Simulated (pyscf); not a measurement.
PySCF, gas phase, ωB97X-D3(BJ)/def2-SVP geometries.

### Question
For the elementary gas-phase step `[NH2][BH][F]` + `[H][H]` → `[BH2][F]` + `[NH3]` (singlet surface; B–N, H–H broken, B–H, H–N formed), what barrier and reaction energy does r²SCAN/def2-TZVP give, measured from the separated reactants?

### Answer
ΔE‡ = 172.5 kJ/mol, ΔE = +127.9 kJ/mol. ωB97M-D3(BJ)/def2-TZVP gives 185.0 kJ/mol and +120.4 kJ/mol. Zero-point energy shifts the barrier by +13.9 kJ/mol. It is a four-centre exchange, with an imaginary mode of 1461i cm⁻¹. On the product side the descent ends in an adduct with a B–N contact, 97.7 kJ/mol under the separated species and 164.7 kJ/mol under the saddle at ωB97X-D3(BJ)/def2-TZVP. What is counted as broken (B–N) persists as a longer contact in the product adduct; parting that adduct is a step of its own. At the saddle there is also a short B–H contact that neither side keeps. This is the saddle that the search found; another between the same sides may lie lower.
